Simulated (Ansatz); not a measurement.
# AlH3NO: the cost of one run

Program: Ansatz 0.2.0. Level of theory: UKS B3LYP-D4/def2-TZVP. These are calculated values, not measurements.

## (1) The system as given

Bond lengths: N1–Al2 1.850 Å, Al2–O3 1.810 Å, N1–H4 1.010 Å, N1–H5 1.094 Å, O3–H6 1.018 Å. Angles: N1–Al2–O3 118.9°, Al2–N1–H4 107.2°, Al2–N1–H5 108.2°, H4–N1–H5 102.7°, Al2–O3–H6 105.1°.

Coordinates:

```xyz
6

N    -1.1030    0.1389   -0.4632
Al    0.6936   -0.2897   -0.3672
O     1.4035   -0.7286    1.2394
H    -1.5172   -0.4620   -1.1614
H    -1.1945    1.1312   -0.9140
H     1.7596    0.1461    1.6202
```

## (2) Relaxing end A

input.yaml

```yaml
crystal:
  periodic: [false, false, false]
  atoms:
    - { symbol: "N", position_ang: [-1.103, 0.1389, -0.4632] }
    - { symbol: Al, position_ang: [0.6936, -0.2897, -0.3672] }
    - { symbol: O, position_ang: [1.4035, -0.7286, 1.2394] }
    - { symbol: H, position_ang: [-1.5172, -0.462, -1.1614] }
    - { symbol: H, position_ang: [-1.1945, 1.1312, -0.914] }
    - { symbol: H, position_ang: [1.7596, 0.1461, 1.6202] }
magnetization:
  spin_polarized: true
  initial_magnetization: 1
basis:
  gaussian: { orbitals: def2-TZVP }
hamiltonian:
  xc: b3lyp
  dispersion: d4
relax:
  f_tol: 0.015
  max_steps: 40
```

Launch:

```bash
> ansatz run input.yaml --threads 2 --pin off --max-ram 3072MiB --backend cpu --events-out ev --progress --plain --runs-dir out
```

What time and memory should one allow on 2 threads of AMD EPYC 9R45 (Zen 5), shared host?

About 13 s, with a peak of 0.23 GiB.
